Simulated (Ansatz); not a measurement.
Geometry optimisation, UKS LDA/def2-SVPD in Ansatz 0.2.0.

Input file:

```yaml
crystal:
  periodic: [false, false, false]
  atoms:
    - { symbol: H, position_ang: [-0.486847, 0.940426, -0.582176] }
    - { symbol: C, position_ang: [0.696561, -0.917753, 0.275842] }
    - { symbol: F, position_ang: [0.616266, -1.879974, -0.61623] }
    - { symbol: F, position_ang: [0.114688, -1.253572, 1.40654] }
    - { symbol: O, position_ang: [-0.9135, 1.810108, -0.697698] }
    - { symbol: H, position_ang: [1.703487, -0.462396, 0.384698] }
    - { symbol: H, position_ang: [-1.730756, 1.763061, -0.170977] }
magnetization:
  spin_polarized: true
  initial_magnetization: 1
basis:
  gaussian: { orbitals: def2-SVPD }
hamiltonian:
  xc: lda
relax:
  f_tol: 0.03
  max_steps: 50
output:
  orbitals: {}
```

Launched with:

```bash
$ ansatz run input.yaml --threads 4 --pin off --max-ram 5120MiB --backend cpu --events-out ev --progress --plain --runs-dir out
```

Problem. Where does it end, and by what steps?

Solution. The run converged. After 12 steps the energy has fallen by 0.072 eV; H1 moved furthest, 0.40 Å.

```json
{"step": "0", "energy less start (eV)": "0.0000", "largest force component (eV/Å)": "0.294", "accepted": "yes"}
{"step": "1", "energy less start (eV)": "-0.0437", "largest force component (eV/Å)": "0.182", "accepted": "yes"}
{"step": "2", "energy less start (eV)": "-0.0607", "largest force component (eV/Å)": "0.353", "accepted": "yes"}
{"step": "3", "energy less start (eV)": "-0.0682", "largest force component (eV/Å)": "0.230", "accepted": "yes"}
{"step": "4", "energy less start (eV)": "-0.0701", "largest force component (eV/Å)": "0.040", "accepted": "yes"}
{"step": "5", "energy less start (eV)": "-0.0705", "largest force component (eV/Å)": "0.041", "accepted": "yes"}
{"step": "6", "energy less start (eV)": "-0.0606", "largest force component (eV/Å)": "0.936", "accepted": "no"}
{"step": "7", "energy less start (eV)": "-0.0710", "largest force component (eV/Å)": "0.072", "accepted": "yes"}
{"step": "8", "energy less start (eV)": "-0.0704", "largest force component (eV/Å)": "0.326", "accepted": "no"}
{"step": "9", "energy less start (eV)": "-0.0713", "largest force component (eV/Å)": "0.064", "accepted": "yes"}
{"step": "10", "energy less start (eV)": "-0.0714", "largest force component (eV/Å)": "0.182", "accepted": "yes"}
{"step": "11", "energy less start (eV)": "-0.0718", "largest force component (eV/Å)": "0.093", "accepted": "yes"}
{"step": "12", "energy less start (eV)": "-0.0720", "largest force component (eV/Å)": "0.026", "accepted": "yes"}
```

```xyz
7
Properties=species:S:1:pos:R:3
H -0.319 0.761 -0.271
C 0.576 -0.770 0.232
F 0.417 -1.701 -0.683
F 0.123 -1.159 1.403
O -0.710 1.643 -0.522
H 1.587 -0.307 0.254
H -1.673 1.533 -0.415
```

Run time: 15 s on 4 threads of Arm Neoverse N1, with other jobs on the host, peak memory 0.15 GiB.
